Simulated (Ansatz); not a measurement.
## [Br···H···O], triplet in cc-pVDZ: errors against UCCSDT(Q)

Geometry: a point of a hydrogen-transfer path between rigid fragments, not a stationary point.

```csv
atom,x (Å),y (Å),z (Å)
Br,0.0000,0.0000,-1.5087
H,0.0000,0.0000,0.2593
O,0.0000,0.0000,1.2493
```

Basis cc-pVDZ; Ansatz 0.2.0. Correlated methods freeze the noble-gas cores and the filled d shells of p-block atoms, which leaves 14 electrons in 31 orbitals. R marks a restricted (for open shells ROHF) determinant, U an unrestricted one. Active spaces: pair = (4e, 4o) about the gap; valence = (14e, 9o) chosen from the atoms' valence shells. No spin–orbit coupling is included, and no scalar relativity.

Full CI isn't at hand for all of this; UCCSDT(Q) serves as the reference, and is uncertain by about the last step of the cluster series. The frozen core follows each run's orbitals, which can shift R against U totals by a few meV for light atoms and by up to 0.1 eV past Ca.

```
UHF ⟨S²⟩                          : 2.024
T1 diagnostic (RCCSD)             : 0.0203
largest doubles amplitude (RCCSD) : 0.049
T1 diagnostic (UCCSD)             : 0.0120
```

| level | E − E(RHF) (eV) |
| --- | --- |
| UHF | -0.2791 |
| UMP2 | -7.1172 |
| UCCSD | -7.8957 |
| UCCSD(T) | -8.0021 |

(1) Estimate how far UCCSDT(Q) in cc-pVDZ lies from UCCSD(T). The table doesn't fix it; the size of (T) and the diagnostics are the guide.

(1) UCCSDT(Q) in cc-pVDZ lies 2.6 kJ/mol below UCCSD(T), which is 25 % of the (T) step (-10.3 kJ/mol). The diagnostics are small and one determinant leads, so the series closes fast and only a small part of (T) is left.

The other levels:

| level | E − E(UCCSDT(Q)) (kJ/mol) | share of correlation (%) | wall time |
| --- | --- | --- | --- |
| UCCSDT | 1.2 | 99.84 | – |

The correlation energy at UCCSDT(Q), counted from RHF, is -8.029 eV. That run took 22 s on 1 thread of Arm Neoverse V2, shared host.

Run but not shown, since their state or frozen core can't be matched to the reference's or they repeat it: RHF, RMP2, CISD, RCCSD, RCCSD(T), BCCD(T), RCCSDT, RCCSDT(Q), CASSCF (pair space), NEVPT2 (pair space), MRCISD (pair space), MRCISD+Q (pair space), CASSCF (valence space), NEVPT2 (valence space), MRCISD (valence space), MRCISD+Q (valence space).

Times hold each run's SCF and search for its determinant on a shared host, so for small cases they say little of a method's own cost; they ran on 1 thread of Arm Neoverse V2.

Natural occupations of CASSCF (valence space) about the gap: 1.999 1.998 1.972 1.003 1.001 0.028; effectively unpaired electrons, Σ n²(2−n)², 2.01.
